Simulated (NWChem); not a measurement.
System: benzene (C$_{6}$H$_{6}$); SMILES c1ccccc1

The following NWChem deck was run.

```
start job
memory heap 200 mb stack 900 mb global 1100 mb
geometry units angstroms
  C      1.342307     0.379462     0.000000
  C      0.342529     1.352203     0.000000
  C     -0.999777     0.972740     0.000000
  C     -1.342307    -0.379462     0.000000
  C     -0.342529    -1.352203     0.000000
  C      0.999777    -0.972740     0.000000
  H      2.394060     0.676901     0.000000
  H      0.610816     2.411768     0.000000
  H     -1.783244     1.734866     0.000000
  H     -2.394060    -0.676901     0.000000
  H     -0.610816    -2.411768     0.000000
  H      1.783244    -1.734866     0.000000
end
basis spherical
  * library 6-31g*
end
dft
  xc b3lyp
  iterations 150
end
driver
  maxiter 120
end
task dft optimize
task dft freq
```

B3LYP is NWChem's, with the RPA form of VWN correlation.

The level has its own optimisation; frequencies are unscaled.

Task: Give the results of this calculation. (B3LYP/6-31G* (spherical d).) Quantities: r C–C (Å); r C–H (Å); highest harmonic frequency (cm⁻¹); lowest (cm⁻¹); zero-point energy (kcal/mol).

Result: 
```
Property                           Value
---------------------------------  -----
r C–C (Å)                          1.397
r C–H (Å)                          1.087
highest harmonic frequency (cm⁻¹)   3213
lowest (cm⁻¹)                        415
zero-point energy (kcal/mol)        63.2
```
